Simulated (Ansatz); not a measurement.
# Molecular dynamics of C₂H₇NS

The input (input.yaml):

```yaml
crystal:
  periodic: [false, false, false]
  atoms:
    - { symbol: C, position_ang: [-0.750481, 1.6031, -0.14895] }
    - { symbol: "N", position_ang: [-0.487287, 0.153578, 0.376185] }
    - { symbol: C, position_ang: [0.760348, -0.516166, 0.033992] }
    - { symbol: S, position_ang: [0.890271, -2.223875, 0.633496] }
    - { symbol: H, position_ang: [-0.771201, 0.941339, 1.131002] }
    - { symbol: H, position_ang: [-1.18343, 1.567573, -1.160123] }
    - { symbol: H, position_ang: [0.243666, 2.07097, -0.16975] }
    - { symbol: H, position_ang: [-1.312873, -0.428414, 0.253325] }
    - { symbol: H, position_ang: [1.587541, 0.037642, 0.497043] }
    - { symbol: H, position_ang: [0.900951, -0.467853, -1.058594] }
    - { symbol: H, position_ang: [0.187996, -2.794993, -0.366926] }
basis:
  gaussian: { orbitals: def2-SVP }
hamiltonian:
  xc: cam_b3lyp
  dispersion: d4
md:
  timestep: 0.5
  n_steps: 200
  ensemble: nve
  temperature: 300.0
  initial_velocities: maxwell_boltzmann
  seed: 11835
```

Command:

```bash
$ ansatz run input.yaml --threads 2 --pin off --max-ram 3072MiB --backend cpu --events-out ev --progress --plain --runs-dir out
```

It starts at the highest image of a converged band. Of that band: A structure lower than the first end lies on the path between it and the top, so the climb from that side starts below the end, which may itself be a saddle point or a shallow side well. Neighbouring images differ by up to 1.8 eV, so the band resolves the path poorly. A vibrational analysis at the climbing image gives one clearly imaginary mode, 1523i cm⁻¹: a first-order saddle point.

Output, in part (step lines, the closing report, with atoms numbered from 0):

```
md step     0: t =     0.00 fs  T =   300.0 K  F+E_penalty+E_count = -14501.74617523 eV  E_kin = 0.349002 eV  conserved = -14501.39717323 eV  (26 SCF iters)
md step     1: t =     0.50 fs  T =   294.5 K  F+E_penalty+E_count = -14501.73971919 eV  E_kin = 0.342610 eV  conserved = -14501.39710930 eV  (28 SCF iters)
md step     2: t =     1.00 fs  T =   278.9 K  F+E_penalty+E_count = -14501.72135827 eV  E_kin = 0.324454 eV  conserved = -14501.39690428 eV  (28 SCF iters)
md step     3: t =     1.50 fs  T =   255.9 K  F+E_penalty+E_count = -14501.69437395 eV  E_kin = 0.297757 eV  conserved = -14501.39661737 eV  (28 SCF iters)
md step     4: t =     2.00 fs  T =   229.5 K  F+E_penalty+E_count = -14501.66333161 eV  E_kin = 0.267006 eV  conserved = -14501.39632584 eV  (29 SCF iters)
md step     5: t =     2.50 fs  T =   203.5 K  F+E_penalty+E_count = -14501.63286956 eV  E_kin = 0.236769 eV  conserved = -14501.39610047 eV  (28 SCF iters)
md step     6: t =     3.00 fs  T =   181.0 K  F+E_penalty+E_count = -14501.60658345 eV  E_kin = 0.210598 eV  conserved = -14501.39598532 eV  (28 SCF iters)
md step     7: t =     3.50 fs  T =   163.6 K  F+E_penalty+E_count = -14501.58632632 eV  E_kin = 0.190338 eV  conserved = -14501.39598830 eV  (25 SCF iters)
[... lines left out ...]
Total energy: -14504.34536451 eV, -533.0248607475 hartree
Atom 0 at    -0.715945     1.630181    -0.024475 Å, force    -1.750237    -0.790618    -0.067694 eV/Å
Atom 1 at    -0.463843     0.202263     0.403021 Å, force     0.612210    -1.284999    -0.856339 eV/Å
Atom 2 at     0.723558    -0.665643    -0.127862 Å, force    -1.739506     2.936652    -0.591941 eV/Å
Atom 3 at     0.921297    -2.225597     0.648321 Å, force     0.394434    -0.691354     1.211554 eV/Å
Atom 4 at    -1.845623     1.967828    -0.076897 Å, force     1.612691    -1.329845     0.821200 eV/Å
Atom 5 at    -0.502985     1.987574    -1.076616 Å, force     1.000187    -0.587327     0.790436 eV/Å
Atom 6 at    -0.272676     2.180681     0.813854 Å, force     0.257601     0.891851    -0.674174 eV/Å
Atom 7 at    -1.269989    -0.445772     0.363092 Å, force     0.309233     0.911575    -0.130089 eV/Å
Atom 8 at     1.697882    -0.120662    -0.062911 Å, force    -0.673756    -0.146051     0.165407 eV/Å
Atom 9 at     0.539324    -0.884853    -1.183878 Å, force     0.272754     0.167592    -0.411384 eV/Å
Atom 10 at     0.021000    -2.921859    -0.049703 Å, force    -0.295611    -0.077477    -0.256977 eV/Å
Dipole moment:    -0.202612     0.058761    -0.392861 e Å
```

The steps, from the saved trajectory:

```tsv
time (fs)	T (K)	potential energy less start (eV)	conserved less start (meV/atom)
0.0	300	0.000	0.00
3.0	181	0.140	0.11
6.0	122	0.207	0.07
9.0	115	0.217	0.12
12.0	258	0.049	0.08
15.0	597	-0.342	0.31
18.0	2052	-2.039	-0.15
21.0	2924	-3.062	-0.82
24.0	1418	-1.299	0.16
27.0	681	-0.441	0.20
30.0	1381	-1.256	0.08
33.0	1606	-1.523	-0.29
36.0	2278	-2.313	-1.12
39.0	1183	-1.024	0.28
42.0	1623	-1.540	-0.06
45.0	2184	-2.221	-2.59
48.0	2188	-2.227	-2.80
51.0	1057	-0.877	0.36
54.0	846	-0.635	0.00
57.0	1675	-1.598	0.17
60.0	1849	-1.831	-2.65
63.0	2362	-2.416	-1.57
66.0	849	-0.637	0.17
69.0	1237	-1.088	0.20
72.0	2718	-2.845	-2.83
75.0	2082	-2.112	-3.57
78.0	1322	-1.188	0.07
81.0	597	-0.342	0.26
84.0	1499	-1.394	0.13
87.0	2366	-2.455	-4.73
90.0	2503	-2.597	-3.14
93.0	1074	-0.898	0.28
96.0	885	-0.678	0.18
99.0	2104	-2.102	-0.26
```

All steps were run. The conserved energy stayed within 4.8 meV per atom of its start (net change -1.7 meV per atom), so there is no drift, though single steps change it by up to 68 meV in the whole system, a sign of fast motions only just resolved. The kinetic energy rose, since the run started high on the potential surface and went downhill. A run of 0.1 ps of so small a system gives no equilibrium averages. The orbitals stay closed-shell, which can raise the energy where a bond breaks towards radicals; this wasn't checked here.

Between its relaxed ends the band would form N2–H5 and break C1–H5. These pairs go: N2–H5 1.13 → 2.29 Å, C1–H5 1.44 → 1.18 Å. In the last frame they stand as before the step (other bonds may differ from the relaxed reactants and products). These pairs come and go: their bonding changes 14 times, last at 100 of 100 fs, so the outcome isn't settled. It ends as one piece, C2H7NS. Pairs count as bonded within 1.25 times the sum of covalent radii (0.12 Å more for H–H).

Last frame:

```xyz
11
Properties=species:S:1:pos:R:3
C -0.716 1.630 -0.025
N -0.464 0.202 0.403
C 0.724 -0.666 -0.128
S 0.921 -2.226 0.648
H -1.846 1.968 -0.077
H -0.503 1.988 -1.077
H -0.273 2.181 0.814
H -1.270 -0.446 0.363
H 1.698 -0.121 -0.063
H 0.539 -0.885 -1.184
H 0.021 -2.922 -0.050
```

Time of the run: 5.4 min on 2 threads of Intel(R) Xeon(R) Platinum 8488C (Sapphire Rapids), on a shared host, peak memory 0.24 GiB.
